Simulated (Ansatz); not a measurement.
The input, for Ansatz 0.2.0:

```yaml
crystal:
  periodic: [false, false, false]
  atoms:
    - {symbol: N, position_ang: [-1.327158, -0.015822, -0.024626]}
    - {symbol: H, position_ang: [-1.624438, 0.952012, -0.024625]}
    - {symbol: H, position_ang: [-1.624437, -0.418121, 0.855634]}
    - {symbol: H, position_ang: [-0.151158, -0.015821, -0.024626]}
    - {symbol: F, position_ang: [1.158842, -0.015821, -0.024626]}
basis:
  gaussian: {orbitals: cc-pVDZ}
magnetization: {spin_polarized: true, initial_magnetization: 1}
correlation: {method: ccsd_t, electrons: outside_noble_gas}
```

```sh
$ ansatz run in.yaml --threads 1 --pin off --events-out ev --progress --plain --max-ram 2393MiB
```

Output:

```
395 factors; integrals over basis functions are off by at most 1.1e-3 eV
mean field evaluation 1: about -4229.8783 eV, gradient 2.4e1 eV
mean field evaluation 2: about -4229.9043 eV, gradient 2.4e1 eV
mean field evaluation 4: about -4232.0466 eV, gradient 2.0e0 eV
mean field evaluation 8: about -4232.0987 eV, gradient 3.7e-1 eV
mean field evaluation 16: about -4232.1085 eV, gradient 8.5e-4 eV
mean field evaluation 32: about -4232.1060 eV, gradient 1.1e-1 eV
mean field evaluation 64: about -4231.5744 eV, gradient 3.4e-6 eV
mean field evaluation 96: about -4228.3811 eV, gradient 2.1e1 eV
mean field evaluation 128: about -4232.1085 eV, gradient 2.6e-6 eV
mean field evaluation 160: about -4232.1290 eV, gradient 2.8e0 eV
mean field evaluation 192: about -4231.6718 eV, gradient 2.8e0 eV
mean field evaluation 224: about -4231.6003 eV, gradient 8.6e-2 eV
mean field evaluation 256: about -4228.1758 eV, gradient 2.2e1 eV
mean field evaluation 288: about -4231.6063 eV, gradient 9.1e-2 eV
mean field evaluation 320: about -4232.1896 eV, gradient 1.5e-1 eV
mean field evaluation 352: about -4232.1081 eV, gradient 5.5e-2 eV
mean field evaluation 384: about -4231.6006 eV, gradient 4.0e-2 eV
mean field evaluation 416: about -4232.0996 eV, gradient 6.1e-2 eV
mean field -4232.19298450 eV, -155.5302234971 hartree, gradient 2.6e-6 eV, S^2 0.808957; 17 other end points of the search recorded, 0 dependent functions left out
determinant -4232.19298450 eV, -155.5302234971 hartree, with singles and doubles -4242.63687739 eV, -155.9140294815 hartree
determinant -4232.10846353 eV, -155.5271174087 hartree, with singles and doubles -4242.64527462 eV, -155.9143380742 hartree
determinant -4232.09968733 eV, -155.5267948891 hartree, with singles and doubles -4242.70199714 eV, -155.9164225881 hartree
determinant -4231.59977324 eV, -155.5084233850 hartree, with singles and doubles -4241.48636194 eV, -155.8717488186 hartree
determinant -4231.57438553 eV, -155.5074904039 hartree, with singles and doubles -4241.43730589 eV, -155.8699460419 hartree
determinant -4232.19298450 eV, -155.5302234971 hartree, with singles and doubles -4242.70540286 eV, -155.9165477461 hartree
determinant -4232.10846353 eV, -155.5271174087 hartree, with singles and doubles -4242.70966208 eV, -155.9167042695 hartree
determinant -4232.09968733 eV, -155.5267948891 hartree, with singles and doubles -4242.71666520 eV, -155.9169616296 hartree
2 core orbitals not correlated: weight in the atoms' cores, before any rotation towards them, 1.000 or more for the frozen orbitals, at most 0.000 for the correlated occupied ones
reference -4232.09968733 eV, -155.5267948891 hartree; 8, 7 occupied and 33, 34 virtual orbitals, 395 factors
second order -9.95325780 eV of doubles, -0.00000000 eV of singles
cycle   1  -10.61698263 eV  change   -4.8e-6 eV  update   1.7e-5
cycle   2  -10.61698151 eV  change    1.1e-6 eV  update   3.7e-6
perturbative correction -0.20632570 eV, -0.0075823297 hartree
Total energy: -4242.92299455 eV, -155.9245440930 hartree
```

Ran on 1 thread of Arm Neoverse V1, shared host: 9 s wall, 0.13 GiB peak host memory.
